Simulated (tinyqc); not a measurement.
G0W0 on RHF in the sto-3g basis, for H2O, spin multiplicity 1, step by step. One step of it, computed by the program tinyqc.

Question. Screening: direct RPA. With D = e_a - e_i and K = (ia|jb): diagonalise D^(1/2) (D + 4K) D^(1/2) = Z w^2 Z^T; X + Y = D^(1/2) Z w^(-1/2), each column of Z with its largest component positive (the first on a tie); E_c = (sum w - tr (D + 2K)) / 2.

orbital energies (hartree): MO1 -20.273093, MO2 -1.206208, MO3 -0.529073, MO4 -0.445011, MO5 -0.391297, MO6 0.466807, MO7 0.551284

Two-electron integrals over orbitals (pq|rs), unique and non-zero (hartree):
```
(11|11) 4.747050    (21|11) -0.430130   (21|21) 0.061588    (22|11) 1.022419
(22|21) -0.015413   (22|22) 0.725210    (31|11) 0.006658    (31|21) -0.000853
(31|22) 0.000594    (31|31) 0.010894    (32|11) -0.004824   (32|21) 0.000361
(32|22) 0.000700    (32|31) 0.017023    (32|32) 0.128821    (33|11) 0.764802
(33|21) -0.004840   (33|22) 0.615490    (33|31) -0.000135   (33|32) 0.000268
(33|33) 0.592415    (41|11) 0.166382    (41|21) -0.022063   (41|22) 0.012334
(41|31) 0.000480    (41|32) 0.000045    (41|33) 0.005584    (41|41) 0.023647
(42|11) -0.151699   (42|21) 0.008094    (42|22) -0.026649   (42|31) 0.000020
(42|32) 0.000820    (42|33) 0.003110    (42|41) 0.017665    (42|42) 0.129459
(43|11) 0.006710    (43|21) -0.000233   (43|22) 0.002775    (43|31) -0.002718
(43|32) 0.026886    (43|33) 0.002476    (43|41) -0.000367   (43|42) -0.003628
(43|43) 0.057388    (44|11) 0.917973    (44|21) -0.010943   (44|22) 0.654539
(44|31) -0.000027   (44|32) -0.003978   (44|33) 0.563155    (44|41) -0.008128
(44|42) -0.089792   (44|43) 0.001733    (44|44) 0.686546    (51|51) 0.025955
(52|51) 0.033290    (52|52) 0.150954    (53|51) -0.000487   (53|52) -0.001767
(53|53) 0.026557    (54|51) -0.011986   (54|52) -0.044592   (54|53) 0.000893
(54|54) 0.047547    (55|11) 1.115360    (55|21) -0.012179   (55|22) 0.755510
(55|31) 0.000187    (55|32) -0.002517   (55|33) 0.602145    (55|41) 0.004697
(55|42) -0.082372   (55|43) 0.003832    (55|44) 0.681586    (55|55) 0.880159
(61|11) -0.188825   (61|21) 0.028871    (61|22) -0.001684   (61|31) -0.001168
(61|32) -0.001077   (61|33) 0.000830    (61|41) 0.003410    (61|42) 0.021034
(61|43) -0.000254   (61|44) -0.015353   (61|55) -0.005132   (61|61) 0.025650
(62|11) 0.258823    (62|21) -0.005806   (62|22) 0.129533    (62|31) -0.000680
(62|32) -0.004311   (62|33) 0.067344    (62|41) 0.018446    (62|42) 0.033579
(62|43) 0.002050    (62|44) 0.057203    (62|55) 0.137548    (62|61) 0.011239
(62|62) 0.094809    (63|11) -0.024329   (63|21) 0.000487    (63|22) -0.011708
(63|31) 0.002791    (63|32) -0.032470   (63|33) -0.007975   (63|41) -0.000158
(63|42) 0.005311    (63|43) -0.037318   (63|44) -0.006137   (63|55) -0.013687
(63|61) 0.000047    (63|62) -0.006363   (63|63) 0.071594    (64|11) 0.278884
(64|21) -0.003821   (64|22) 0.131300    (64|31) 0.000598    (64|32) 0.004696
(64|33) 0.051282    (64|41) 0.000381    (64|42) -0.055524   (64|43) 0.005197
(64|44) 0.132049    (64|55) 0.155276    (64|61) -0.002724   (64|62) 0.057075
(64|63) -0.012473   (64|64) 0.104655    (65|51) 0.012517    (65|52) 0.049308
(65|53) -0.002008   (65|54) 0.006518    (65|65) 0.034087    (66|11) 0.791002
(66|21) -0.007636   (66|22) 0.597003    (66|31) -0.000647   (66|32) -0.011525
(66|33) 0.549500    (66|41) 0.017287    (66|42) 0.044384    (66|43) -0.009530
(66|44) 0.547520    (66|55) 0.582036    (66|61) 0.009120    (66|62) 0.093387
(66|63) 0.006358    (66|64) 0.055069    (66|66) 0.586528    (71|11) -0.016828
(71|21) 0.002632    (71|22) 0.000037    (71|31) 0.014184    (71|32) 0.021278
(71|33) -0.000355   (71|41) -0.000165   (71|42) 0.001185    (71|43) -0.003627
(71|44) -0.001086   (71|55) -0.000447   (71|61) 0.000711    (71|62) -0.000643
(71|63) 0.003159    (71|64) 0.000534    (71|66) -0.000777   (71|71) 0.018740
(72|11) 0.023785    (72|21) -0.000492   (72|22) 0.011864    (72|31) 0.014864
(72|32) 0.054730    (72|33) 0.003768    (72|41) 0.001097    (72|42) 0.000369
(72|43) -0.031282   (72|44) 0.007155    (72|55) 0.012441    (72|61) -0.000659
(72|62) 0.002559    (72|63) 0.029290    (72|64) 0.005788    (72|66) 0.008397
(72|71) 0.018610    (72|72) 0.068177    (73|11) 0.369607    (73|21) -0.006972
(73|22) 0.164375    (73|31) -0.000019   (73|32) -0.007020   (73|33) 0.088935
(73|41) -0.000286   (73|42) -0.080320   (73|43) -0.000705   (73|44) 0.135819
(73|55) 0.202769    (73|61) -0.005689   (73|62) 0.065618    (73|63) -0.004286
(73|64) 0.105509    (73|66) 0.047563    (73|71) -0.000577   (73|72) 0.007942
(73|73) 0.162508    (74|11) 0.011569    (74|21) -0.000147   (74|22) 0.004565
(74|31) -0.008269   (74|32) -0.072839   (74|33) 0.001614    (74|41) 0.000277
(74|42) -0.000474   (74|43) -0.016002   (74|44) 0.007204    (74|55) 0.006240
(74|61) 0.000830    (74|62) 0.004520    (74|63) 0.053882    (74|64) -0.001980
(74|66) 0.012407    (74|71) -0.010828   (74|72) -0.015960   (74|73) 0.009871
(74|74) 0.072654    (75|51) 0.001109    (75|52) 0.004399    (75|53) 0.023733
(75|54) -0.000238   (75|65) 0.000825    (75|75) 0.024648    (76|11) -0.001222
(76|21) 0.000071    (76|22) 0.001255    (76|31) 0.007191    (76|32) 0.081392
(76|33) 0.000175    (76|41) 0.000965    (76|42) 0.003335    (76|43) 0.062484
(76|44) -0.004735   (76|55) -0.000814   (76|61) 0.000273    (76|62) 0.002755
(76|63) -0.061302   (76|64) 0.007040    (76|66) -0.013607   (76|71) 0.009230
(76|72) -0.005263   (76|73) -0.009297   (76|74) -0.060353   (76|76) 0.107640
(77|11) 0.824352    (77|21) -0.008563   (77|22) 0.603668    (77|31) 0.001403
(77|32) 0.013127    (77|33) 0.579447    (77|41) 0.003865    (77|42) -0.016183
(77|43) 0.010357    (77|44) 0.570411    (77|55) 0.602255    (77|61) -0.003198
(77|62) 0.058889    (77|63) -0.016268   (77|64) 0.051289    (77|66) 0.547164
(77|71) 0.001325    (77|72) 0.004791    (77|73) 0.088766    (77|74) -0.008447
(77|76) 0.014416    (77|77) 0.591914
```

Give: D^(1/2) (D + 4K) D^(1/2); excitation energies w; X + Y; RPA correlation energy.

Answer.

D^(1/2) (D + 4K) D^(1/2) (hartree^2), lower triangle:
```
         1>6      1>7     2>6     2>7     3>6    3>7     4>6    4>7
1>6  432.271
1>7    0.059  435.216
2>6    0.265   -0.015   3.433
2>7   -0.016    0.450   0.018   3.568
3>6    0.001    0.058  -0.033   0.155   1.277
3>7   -0.108   -0.011   0.353   0.044  -0.018  1.869
4>6   -0.047    0.009   0.282   0.029  -0.048  0.419   1.213
4>7    0.015   -0.197   0.023  -0.084   0.215  0.041  -0.008  1.282
5>6    0.000    0.000   0.000   0.000   0.000  0.000   0.000  0.000
5>7    0.000    0.000   0.000   0.000   0.000  0.000   0.000  0.000

       5>6    5>7
5>6  0.853
5>7  0.003  0.981
```

excitation energies w (hartree): 0.924  0.991  1.000  1.025  1.223  1.394  1.883  1.898  20.791  20.862

X + Y:
```
          1      2       3       4       5       6       7       8
1>6   0.000  0.000   0.000   0.000   0.000   0.002  -0.001  -0.001
1>7   0.000  0.000   0.000   0.002   0.001   0.000   0.002  -0.003
2>6   0.000  0.000  -0.054  -0.019   0.009  -0.309   0.711   0.555
2>7   0.000  0.000  -0.019   0.088  -0.027  -0.026  -0.599   0.751
3>6   0.000  0.000   0.162  -0.687   0.627  -0.027  -0.040   0.028
3>7   0.000  0.000  -0.425  -0.107   0.034   0.769   0.131   0.125
4>6   0.000  0.000   0.856   0.105  -0.066   0.317   0.080   0.075
4>7   0.000  0.000  -0.041   0.687   0.644   0.027   0.021  -0.012
5>6   0.964  0.022   0.000   0.000   0.000   0.000   0.000   0.000
5>7  -0.023  0.975   0.000   0.000   0.000   0.000   0.000   0.000

          9     10
1>6   0.999  0.020
1>7  -0.020  0.999
2>6   0.000  0.000
2>7   0.000  0.000
3>6   0.000  0.000
3>7   0.000  0.000
4>6   0.000  0.000
4>7   0.000  0.000
5>6   0.000  0.000
5>7   0.000  0.000
```

RPA correlation energy = -0.07137 hartree
